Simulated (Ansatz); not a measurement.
C4H3S (`[c]1cccs1`) radical, 8 atoms. Charge 0, multiplicity 2. All runs use 4 threads of a server CPU on a shared host. Correlated methods freeze the cores. Open-shell runs search over several starts.

**Question.** Give the basis size and wall time and peak host memory of each of these runs in Ansatz. UKS PBE0-D4/def2-TZVP frequencies; direct RPA on PBE orbitals/def2-TZVPP energy; UHF-CCSD(T)/def2-SVP energy; UKS PBE0-D4/def2-QZVPP energy; UKS HSE06-D4/def2-TZVPP energy; UKS PBE0-D4/def2-SVP energy; UKS B3LYP-D4/def2-TZVPP energy and forces; UKS PBE-QIDH (frozen core)/def2-TZVPP energy; UHF-CCSD(T)/def2-TZVPP energy; UKS PBE0-D4/def2-TZVP relaxation (6 steps); UHF-MP2/def2-QZVPP energy; UKS ωB97M-V/def2-SVP energy. (Estimate.)

**Answer.** Computed: Other jobs shared the machine, so times are rough.

```
                                level                   job  functions  wall time  peak host memory (GiB)
                 UKS PBE0-D4/def2-SVP                energy         89      1.4 s                    0.22
              UKS HSE06-D4/def2-TZVPP                energy        208      4.5 s                    0.65
              UKS B3LYP-D4/def2-TZVPP     energy and forces        208      5.5 s                    0.61
                 UKS ωB97M-V/def2-SVP                energy         89        6 s                    0.38
direct RPA on PBE orbitals/def2-TZVPP                energy        208        7 s                    0.64
                 UHF-CCSD(T)/def2-SVP                energy         89      7.5 s                    0.61
UKS PBE-QIDH (frozen core)/def2-TZVPP                energy        208      8.5 s                    0.62
               UKS PBE0-D4/def2-QZVPP                energy        388       11 s                     1.5
                UKS PBE0-D4/def2-TZVP  relaxation (6 steps)        179       25 s                     0.5
                   UHF-MP2/def2-QZVPP                energy        388       56 s                     2.1
                UKS PBE0-D4/def2-TZVP           frequencies        179      110 s                    0.48
               UHF-CCSD(T)/def2-TZVPP                energy        208    3.3 min                     7.4
```

B3LYP here is the variant with VWN-RPA as its local correlation; programs differ in this. HSE06 is defined as in plane-wave codes. The UHF reference is spin-contaminated (⟨S²⟩ = 1.11, T1 = 0.041).
